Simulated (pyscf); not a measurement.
## Addition across a multiple bond or ene-type step: Cl–GaH₂ (SMILES [Cl][GaH2]) + H₂C=CH₂ (SMILES C=C) → H₃C–CH₂–GaH–Cl (SMILES C[CH2][GaH][Cl])

Gas phase, singlet surface, charge 0. Bonds broken: Ga2–H3. Bonds formed: Ga2–C5, H3–C6. PySCF, gas phase, ωB97X-D3(BJ)/def2-SVP geometries.

Transition state (Å):

```xyz
10

Cl    -1.0707    -1.0725     2.2063
Ga    -1.8231    -0.2359     0.3523
H     -1.5478     1.4034     0.4240
H     -3.1786    -0.5706    -0.3053
C     -0.2076    -0.3131    -1.0108
C     -0.2274     1.0387    -0.5952
H      0.5203    -0.9886    -0.5538
H     -0.5683    -0.5626    -2.0120
H     -0.5957     1.8225    -1.2637
H      0.4529     1.3814     0.1904
```

One imaginary mode, 867i cm⁻¹; descent along it reached the two sides named, in the forms told below.

```tsv
bond	change	reactant side (Å)	saddle	product side
Ga2–H3	breaks	1.560	1.664	3.2
Ga2–C5	forms	2.6	2.115	1.958
H3–C6	forms	2.9	1.707	1.105
```

Electronic energies relative to the separated reactants (kJ/mol):

```
level                   barrier  reaction energy  reverse barrier
----------------------  -------  ---------------  ---------------
ωB97X-D3(BJ)/def2-TZVP     31.7           -149.8            181.5
PBE/def2-TZVP              26.3           -134.9            161.2
r²SCAN/def2-TZVP           18.2           -141.5            159.7
B3LYP-D3(BJ)/def2-TZVP     46.7           -129.0            175.7
PBE0-D3(BJ)/def2-TZVP      20.1           -151.7            171.8
M06-2X/def2-TZVP           30.9           -143.3            174.2
ωB97M-D3(BJ)/def2-TZVP     46.1           -133.5            179.6
HF/def2-TZVP              108.5           -100.0            208.5
```

With ωB97M-D3(BJ)/def2-TZVP energies and thermal terms (ideal gas, 1 atm, RRHO with modes under 100 cm⁻¹ raised to 100, one conformer, R ln 2 for rigid chiral ones), in kJ/mol:

| T (K) | ΔH‡ | ΔG‡ | ΔH | ΔG |
|---|---|---|---|---|
| 298 | 49.7 | 96.8 | -116.4 | -74.3 |
| 600 | 50.8 | 144.3 | -114.6 | -32.2 |
| 900 | 53.1 | 190.6 | -111.5 | +8.3 |
| 1200 | 55.6 | 236.0 | -107.9 | +47.8 |

On the reactant side the descent ends in a bound adduct, 53.8 kJ/mol under the separated species and 85.5 kJ/mol under the saddle at ωB97X-D3(BJ)/def2-TZVP. At the saddle there is also a short C–Ga contact that neither side keeps. H₃C–CH₂–GaH–Cl lies 49.4 kJ/mol over its isomer H₃C–Ga(CH₃)–Cl, and others may lie lower still (electronic energy, ωB97M-D3(BJ)). This is the saddle that the search found; another between the same sides may lie lower. Elements up to Kr have no core potential and no relativistic terms here.
